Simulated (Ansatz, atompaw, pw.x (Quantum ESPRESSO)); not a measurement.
From atom to crystal: PAW (atompaw) potential for aluminium (Al)

| Property | Result |
| --- | --- |
| Element | Al |
| Generator | atompaw 4.2.0.5 |
| Type | PAW |
| Functional | LDA (PW92) |
| Relativity | scalar-relativistic |
| Frozen core | [Ne] |
| Valence charge | 3 |
| Reference configuration | 3s2 3p1 |
| Partial waves | 3s (bound): rc 2.12 bohr; 3s channel at -0.2 Ry: rc 2.12 bohr; 3p (bound): rc 2.44 bohr; 3p channel at 1.2 Ry: rc 2.44 bohr |
| Local potential | ultrasoft scheme with l = 2 at 0.5 Ry, radius 1.92 bohr |
| Core correction | smooth core density matched at 2.34 bohr |
| Augmentation charge | besselshape compensation charge, radius 2.34 bohr; PAW radius 2.44 bohr; waves and projectors: custom rrkj gramschmidtortho |

Atomic tests: cutoffs needed: 6 Ry and 8 Ry (the cutoffs (Ry, on a coarse ladder) from which the occupation-weighted sum of valence levels, in a spherical-Bessel basis at the reference potential, stays within 10 and 1 mRy of its value at 400 Ry); ghost test: no extra level below or beside the all-electron valence levels (s, p, d, f tested) (spherical-Bessel basis up to 400 Ry, 20 bohr box); lowest eigenvalue of the overlap operator: 0.43 (s channel).

Crystal test: bcc Al in pw.x 7.5, no spin, 14³ k-points, Fermi–Dirac smearing 0.01 Ry, cutoffs 40/400 Ry. The reference is all-electron LAPW (Ansatz 0.2.0) with the same functional, mesh and smearing; V0 and B0 come from Birch–Murnaghan fits to the pressures at five volumes. Errors are pseudo minus all-electron; Δ is the rms difference of the E(V) curves that follow from these fits, minima aligned, over ±6 % about the mean V0. Mesh and smearing are coarse, so the numbers serve the comparison and aren't converged zero-temperature values; the lattice is a test structure that the element need not adopt.

All-electron: a0 = 3.191 Å (V0 = 16.24 Å³/atom), B0 = 73.6 GPa.

Task: How far does the potential miss the all-electron equation of state?

Result: mean pressure error (GPa): -1.06; a0 (Å): 3.176; a0 error (%): -0.48; B0 error (%): +1.3; Δ (meV/atom): 3.8.

| V (Å³/atom) | P all-electron (GPa) | P pseudo (GPa) |
| --- | --- | --- |
| 15.411 | 4.35 | 3.09 |
| 15.816 | 2.08 | 0.94 |
| 16.222 | 0.10 | -0.95 |
| 16.628 | -1.63 | -2.60 |
| 17.033 | -3.14 | -4.03 |

Task: At the middle volume, how do free energy and pressure move when the wave cutoff is lowered (ecutrho held at 400 Ry)?

Result:

| cutoff (Ry) | shift of F (meV/atom) | shift of P (GPa) |
| --- | --- | --- |
| 18 | +2.7 | -0.03 |
| 24 | +0.7 | -0.02 |
| 32 | +0.1 | -0.00 |

The run at the middle volume (104 k-points, 6 iterations) took about 5.5 s on one core of a shared host (Intel(R) Xeon(R) Platinum 8488C, 192 threads, 1488 GiB, load 67).
